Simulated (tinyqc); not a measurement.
Worked calculation: geometry optimisation on the unrestricted B3LYP (VWN-RPA form)/sto-3g surface (energies and gradients from PySCF), for H2O, spin multiplicity 3. Computed by tinyqc, a small Python program that keeps every step (integrals from PySCF). Settings: charge = 0, multiplicity = 3, basis = sto-3g, functional = b3lyp, optimiser = bfgs, first Hessian = 1.0, largest step = 0.1, iteration cap = 30. Command: `OMP_NUM_THREADS=1 python tinyqc.py 28564 28565 out.jsonl` (the two numbers bound the seeds that draw the settings). One thread of a shared host (Intel(R) Xeon(R) Processor @ 2.60GHz), about 20 s of CPU time with the checks.

## Step 1: energy and gradient

positions at the start (bohr):
```
         x        y       z
1O  0.0718  -0.0057  0.0378
2H  0.0019   1.2661  1.0469
3H  0.0416  -1.3587  1.1017
```

Self-consistent energy and analytic gradient at these positions.

energy = -74.816672 hartree

gradient (hartree/bohr):
```
            x          y          z
1O  -0.026343  -0.025370   0.546606
2H   0.019265  -0.395270  -0.263232
3H   0.007082   0.420637  -0.283380
```

## Step 1: move

Quasi-Newton step p = -H^(-1) g (first H = 1 times the unit matrix); steps longer than 0.1 bohr are cut back (factor 0.113 here).

positions after step 1 (bohr):
```
          x        y        z
1O   0.0748  -0.0028  -0.0240
2H  -0.0003   1.3108   1.0767
3H   0.0408  -1.4062   1.1337
```

## Step 2: energy and gradient

As before.

energy = -74.894958 hartree

gradient (hartree/bohr):
```
            x          y          z
1O  -0.020378  -0.041118   0.429868
2H   0.014384  -0.289389  -0.198447
3H   0.005993   0.330505  -0.231428
```

## Step 2: move

inverse Hessian in use (bohr^2/hartree):
```
         1        2        3        4        5        6        7        8
1   0.9996   0.0028   0.0080   0.0004  -0.0090  -0.0052   0.0000   0.0062
2   0.0028   1.0058  -0.0593  -0.0020   0.0398   0.0273  -0.0008  -0.0456
3   0.0080  -0.0593   0.8552  -0.0075   0.1717   0.0964  -0.0006  -0.1123
4   0.0004  -0.0020  -0.0075   0.9997   0.0078   0.0045  -0.0001  -0.0058
5  -0.0090   0.0398   0.1717   0.0078   0.8275  -0.1020   0.0013   0.1328
6  -0.0052   0.0273   0.0964   0.0045  -0.1020   0.9407   0.0006   0.0747
7   0.0000  -0.0008  -0.0006  -0.0001   0.0013   0.0006   1.0000  -0.0004
8   0.0062  -0.0456  -0.1123  -0.0058   0.1328   0.0747  -0.0004   0.9128
9  -0.0029   0.0320   0.0483   0.0029  -0.0697  -0.0371  -0.0001   0.0377

         9
1  -0.0029
2   0.0320
3   0.0483
4   0.0029
5  -0.0697
6  -0.0371
7  -0.0001
8   0.0377
9   0.9888
```

Quasi-Newton step p = -H^(-1) g (the inverse Hessian comes from BFGS updates; coordinates in the order x, y, z of each atom); steps longer than 0.1 bohr are cut back (factor 0.253 here).

positions after step 2 (bohr):
```
          x        y        z
1O   0.0775   0.0241  -0.0880
2H  -0.0017   1.3328   1.0978
3H   0.0395  -1.4552   1.1766
```

## Convergence

Stop when the largest gradient component is below 3e-5 hartree/bohr. The inverse Hessian follows the BFGS update with s = step, y = change of gradient.

Course of the optimisation:
```
step  E (hartree)  largest gradient (hartree/bohr)
1      -74.816672                         5.47e-01
2      -74.894958                         4.30e-01
3      -74.954242                         3.45e-01
4      -74.997289                         2.95e-01
5      -75.030321                         2.60e-01
6      -75.057849                         2.19e-01
7      -75.079927                         1.72e-01
8      -75.096875                         1.28e-01
9      -75.109518                         8.95e-02
10     -75.118632                         5.72e-02
11     -75.124936                         3.64e-02
12     -75.129112                         2.55e-02
13     -75.131786                         1.70e-02
14     -75.133487                         1.39e-02
15     -75.134575                         1.15e-02
16     -75.135189                         5.03e-03
17     -75.135326                         2.12e-03
18     -75.135341                         2.14e-03
19     -75.135346                         2.07e-03
20     -75.135353                         1.94e-03
21     -75.135366                         1.83e-03
22     -75.135409                         1.78e-03
23     -75.135535                         5.15e-03
24     -75.135667                         7.96e-03
25     -75.135800                         1.05e-02
26     -75.135941                         1.29e-02
27     -75.136106                         1.50e-02
28     -75.136327                         1.69e-02
29     -75.136646                         1.85e-02
30     -75.137100                         1.96e-02
```

Distances after the last move, whose energy is not in the table (angstrom):
```
pair   distance
2H-1O    1.0725
3H-1O    2.0118
3H-2H    2.1808
```

Not converged within 30 steps: the energy falls at every step, but slowly. Reruns: method bfgs, first Hessian 0.6, largest step 0.3: converged in 20 (E = -75.13895).
